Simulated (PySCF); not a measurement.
# Computed spin Hamiltonian

Compound: C₅H₆Cl (doublet state).
Geometry (GFN2-xTB, Å), atoms numbered from 1 in this order:
```
atom  x, y, z in Å
C1     2.296    0.606   -0.744
C2     1.451   -0.009   -0.162
C3     0.411   -0.748    0.519
C4    -0.973   -0.549   -0.164
C5    -1.458    0.840   -0.073
Cl6   -2.148    1.376    1.383
H7     3.046    1.141   -1.245
H8     0.349   -0.414    1.558
H9     0.661   -1.812    0.508
H10   -1.680   -1.225    0.322
H11   -0.881   -0.824   -1.217
H12   -1.073    1.615   -0.712
```

The hyperfine couplings belong to this conformer and change with its torsions.

As a line formula: `C#CCC[CH]Cl` [radical].

Computed with UKS B3LYP, pcH-1 on C Cl H, non-relativistic, mean-field spin-orbit, GIAO in PySCF 2.14.0. The structure is a single GFN2-xTB conformer in the gas phase; no vibrational or solvent corrections. Couplings are sensitive to structure, and on GFN2-xTB geometries they can be far from those on DFT ones. Stability of the SCF solution: not tested.

| Quantity | Value |
| --- | --- |
| g1, g2, g3 | 2.00163, 2.00753, 2.00927 |
| g_iso | 2.00614 |
| Form of g | rhombic: the two nearest values differ by 23 % of g3 − g1 |
| ⟨S²⟩ | 0.7539 (exact 0.7500) |
| α and β electrons | 27, 26 |
| HOMO–LUMO gap, α and β orbitals | 6.39, 5.66 eV |
| Total energy | -654.23730 Eh |

Isotropic coupling and dipolar principal values T1 to T3, in MHz; ρ(0) is the spin density at the nucleus:

```tsv
atom	isotope	a_iso	of which spin–orbit	T1	T2	T3	Mulliken spin population	ρ(0) (bohr⁻³)
C1	13C	1.2	0.0	-0.8	0.1	0.7	0.01	0.0010
C2	13C	-3.2	0.0	-1.2	-0.2	1.4	0.00	-0.0028
C3	13C	72.1	0.0	-6.3	-5.9	12.1	0.05	0.0641
C4	13C	-23.9	0.0	-1.8	-1.0	2.8	-0.07	-0.0213
C5	13C	149.8	0.5	-79.9	-79.2	159.1	0.93	0.1328
Cl6	35Cl	7.3	-0.1	-31.5	-21.2	52.7	0.09	0.0167
H7	1H	-0.5	0.0	-0.8	-0.7	1.5	0.00	-0.0001
H8	1H	-5.2	0.0	-4.9	-1.4	6.3	0.00	-0.0012
H9	1H	8.0	0.0	-3.7	-1.6	5.3	0.01	0.0018
H10	1H	32.7	0.0	-5.0	-4.5	9.5	0.01	0.0073
H11	1H	25.4	0.0	-5.5	-4.4	10.0	0.01	0.0057
H12	1H	-52.5	0.1	-36.4	-2.2	38.5	-0.04	-0.0118
```

The Mulliken spin populations are largest on C5 (+0.93), Cl6 (+0.09) and C4 (-0.07). C5 is the only atom above +0.15. The positive populations add up to 1.11 and the negative ones to -0.11, together 2S = 1. The angles at C5 add up to 355.9°, so it is nearly planar; its axial dipolar tensor and the negative coupling of its proton fit spin in a p orbital normal to that plane.

Axes: g2 points within 13° of the C5–Cl6 bond.

Under fast tumbling the dipolar parts average out, and these isotropic splittings remain: 1 × 1H (H12, I = 1/2, 2 lines) with 1.87 mT, 2 × 1H (H10/H11, I = 1/2, 3 lines) with 1.03 mT, 1 × 35Cl (Cl6, I = 3/2, 4 lines) with 0.26 mT and 2 × 1H (H8/H9, I = 1/2, 3 lines) with 0.05 mT.

Means are taken over nuclei equivalent by connectivity, which assumes that they swap fast. The 1H value of +1.4 MHz is a mean of couplings from -5.2 to 8.0 MHz in this one geometry, not an average over conformers. The 1H value of +29.0 MHz is a mean of couplings from 25.4 to 32.7 MHz in this one geometry, not an average over conformers.

Main isotope only: 35Cl (natural samples also hold 24 % 37Cl, magnetic too, which adds its own pattern).

The 13C coupling of C5 (149.8 MHz) shows only in satellite lines or after enrichment, since that isotope makes up about 1.07 % of natural carbon.

Examples of negative spin density at the nucleus (bohr⁻³): C4 (-0.0213), H12 (-0.0118) and C2 (-0.0028).
